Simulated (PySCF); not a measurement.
BCl$_{3}$, SMILES `ClB(Cl)Cl`, neutral singlet in the gas phase. 

Z-matrix (Å, degrees):
```
B
Cl 1 1.7371
Cl 1 1.7371 2 120.00
Cl 1 1.7372 2 120.00 3 180.00
```
Charge 0, multiplicity 1.

All levels are single points at this geometry (PBE0-D3(BJ)/def2-TZVP); Pople sets use spherical d functions. Orbital energies aren't observables, and empty levels follow the basis.

HF/STO-3G in PySCF gives gap (eV) = 15.99.

Question: Estimate the gap (eV) from each of these levels: ωB97X-D3(BJ)/def2-TZVP in PySCF; B3LYP/6-311+G** in PySCF; B3LYP/6-31G* in PySCF; B3LYP/LANL2DZ in PySCF; BP86/6-31G* in PySCF; M06-2X/6-31G* in PySCF; SVWN5/6-31G* in PySCF; HF/3-21G in PySCF.

Answer: 
| level | gap (eV) |
|---|---|
| ωB97X-D3(BJ)/def2-TZVP in PySCF | 12.12 |
| B3LYP/6-311+G** in PySCF | 6.94 |
| B3LYP/6-31G* in PySCF | 6.97 |
| B3LYP/LANL2DZ in PySCF | 7.03 |
| BP86/6-31G* in PySCF | 5.11 |
| M06-2X/6-31G* in PySCF | 9.65 |
| SVWN5/6-31G* in PySCF | 4.97 |
| HF/3-21G in PySCF | 14.47 |
